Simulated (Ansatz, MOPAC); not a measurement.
Molecule: OCl (charge 0, doublet). SMILES: Cl[O]

Atoms: Cl1, O2. Bonds: Cl1-O2.

Bond lengths (Å) and angles (degrees) optimised at PM3 with MOPAC; HF/6-31G* with Ansatz (a first-principles code); B3LYP/LANL2DZ with Ansatz, each started from the B3LYP-D3(BJ)/def2-TZVP structure (Ansatz) of the last column. A row stands for all coordinates that are equal there. 6-31G* holds six Cartesian d functions.

| coordinate | PM3 | HF/6-31G* | B3LYP/LANL2DZ | B3LYP-D3(BJ)/def2-TZVP |
|---|---|---|---|---|
| Cl1-O2 | 1.568 | 1.621 | 1.765 | 1.580 |

Mean signed difference of all 1 bond lengths from B3LYP-D3(BJ)/def2-TZVP: PM3 -0.012 Å, HF/6-31G* 0.041 Å, B3LYP/LANL2DZ 0.185 Å.
